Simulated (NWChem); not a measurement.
# PBE0/6-31+G(d) (spherical functions) run of CH4S2 (methyl hydrodisulfide)

What is the vertical ionisation energy of CH4S2 (methyl hydrodisulfide) at PBE0/6-31+G* (spherical functions)? 

The calculation is run with NWChem 7.3.0.

### Step 1. The system as given

CH4S2: 7 atoms, total charge 0, spin state singlet. As SMILES, `CSS`. The shape is that of a PBE0-D4/def2-TZVP optimisation. This is one conformer, not always the lowest.

Bond lengths: C1–S2 1.802 Å, S2–S3 2.037 Å, C1–H4 1.090 Å, C1–H5 1.089 Å, C1–H6 1.093 Å, S3–H7 1.349 Å. Angles: C1–S2–S3 103.0°, S2–C1–H4 111.1°, S2–C1–H5 110.8°, S2–C1–H6 106.0°, S2–S3–H7 99.3°, H4–C1–H5 110.4°, H4–C1–H6 109.2°, H5–C1–H6 109.3°.

### Step 2. A single-point energy at PBE0/6-31+G(d) (spherical functions)

Input file run.xyz:

```xyz
7

C     -0.757700     0.531000    -0.254500
S      0.410700     0.313400     1.100600
S      1.938900    -0.712100     0.227800
H     -1.170500    -0.425600    -0.574100
H     -0.285300     1.039300    -1.094100
H     -1.562500     1.156200     0.139800
H      1.487600    -1.970200     0.408600
```

Input file run.nw:

```
start run
memory total 2200 mb
charge 0

geometry units angstrom noautosym nocenter noautoz
load run.xyz
end

basis spherical bse
* library 6-31+G*
end

dft
xc pbe0
grid fine
convergence energy 1e-08
iterations 100
mulliken
noprint "final vectors analysis"
end

task dft
```

Run with:

```sh
$ nwchem run.nw > run.out
```

What it wrote:

```text
[...]
          Wavefunction type:  closed shell.
          No. of atoms     :     7
          No. of electrons :    42
[...]
          Charge           :     0
          Spin multiplicity:     1
[...]
          AO basis - number of functions:    70
[...]
              XC Information
              --------------
                         PBE0 Method XC Functional
                     Hartree-Fock (Exact) Exchange  0.250
          PerdewBurkeErnzerhof Exchange Functional  0.750
            Perdew 1991 LDA Correlation Functional  1.000 local
           PerdewBurkeErnz. Correlation Functional  1.000 non-local
[...]
 d= 0,ls=0.0,diis     1   -836.4902005749 -9.87D+02  1.05D-02  2.51D-01     3.8
[...]
 d= 0,ls=0.0,diis     8   -836.5219118353  5.34D-10  5.38D-06  9.01D-08    22.6
         Total DFT energy =     -836.521911835286
      One electron energy =    -1452.168298331773
           Coulomb energy =      523.490088969118
    Exchange-Corr. energy =      -57.989325778757
 Nuclear repulsion energy =      150.145623306127
[...]
      Total Density - Mulliken Population Analysis
     ---------------------------------------------
    Atom       Charge   Shell Charges
 -----------   ------   -------------------------------------------------------
    1 C    6     6.85   2.00  0.66  2.09  0.78  1.18  0.08  0.04  0.03
    2 S   16    15.93   2.00  2.00  5.97  1.36  2.99  0.54  1.00 -0.03  0.03  0.08
    3 S   16    16.13   2.00  2.00  5.97  1.36  3.04  0.56  1.13 -0.03  0.04  0.07
    4 H    1     0.74   0.52  0.22
    5 H    1     0.73   0.52  0.21
    6 H    1     0.74   0.51  0.23
    7 H    1     0.87   0.50  0.38
[...]
```

It took 24 s on 1 thread of AMD EPYC 7R43 (Zen 3), shared host; peak memory 0.11 GiB.

### Step 3. The doublet cation

Input file ch4s2.nw:

```
start ch4s2
memory total 2200 mb
charge 1

geometry noautosym nocenter noautoz
  C    -0.757700    0.531000   -0.254500
  S     0.410700    0.313400    1.100600
  S     1.938900   -0.712100    0.227800
  H    -1.170500   -0.425600   -0.574100
  H    -0.285300    1.039300   -1.094100
  H    -1.562500    1.156200    0.139800
  H     1.487600   -1.970200    0.408600
end

basis spherical bse
  * library 6-31+G*
end

dft
  xc pbe0
  mult 2
  grid fine
  convergence energy 1e-08
  iterations 100
  mulliken
  print low
end

task dft energy
```

Run with:

```sh
$ nwchem ch4s2.nw > ch4s2.out
```

What it wrote:

```text
[...]
 d= 0,ls=0.0,diis     1   -836.1097496871 -9.86D+02  1.01D-02  1.87D-01     4.3
[...]
 d= 0,ls=0.0,diis    15   -836.1807233864 -4.95D-09  3.86D-07  6.24D-11    44.2
[...]
         Total DFT energy =     -836.180723386431
      One electron energy =    -1441.310066833407
           Coulomb energy =      512.658253754850
    Exchange-Corr. energy =      -57.674533614001
 Nuclear repulsion energy =      150.145623306126
[...]
      Total Density - Mulliken Population Analysis
     ---------------------------------------------
    Atom       Charge   Shell Charges
 -----------   ------   -------------------------------------------------------
    1 C    6     6.91   2.00  0.67  2.10  0.82  1.21  0.08  0.02  0.03
    2 S   16    15.41   2.00  2.00  5.97  1.45  2.83  0.47  0.68 -0.06 -0.00  0.09
    3 S   16    15.92   2.00  2.00  5.97  1.40  3.02  0.53  1.00 -0.04 -0.01  0.07
    4 H    1     0.66   0.50  0.16
    5 H    1     0.65   0.50  0.15
    6 H    1     0.67   0.50  0.17
    7 H    1     0.78   0.47  0.31
[...]
      <S2> =      0.7544 (Exact =     0.7500)
[...]
```

It took 45 s on 1 thread of AMD EPYC 7R43 (Zen 3), shared host; peak memory 0.11 GiB.

### Step 4. What came out

At PBE0/6-31+G* (spherical functions):

```
                                          quantity          value
                       singlet CH4S2: total energy  -836.52191 Eh
                      singlet CH4S2: dipole moment         2.04 D
                      doublet cation: total energy  -836.18072 Eh
                              doublet cation: ⟨S²⟩          0.754
vertical ionisation energy (to the doublet cation)       9.284 eV
```

In words: Removing an electron at fixed nuclei costs 9.28 eV (896 kJ/mol). Mulliken charges (doublet cation) run from -0.91 on C1 to +0.59 on S2; in a basis this large or diffuse they mean little.
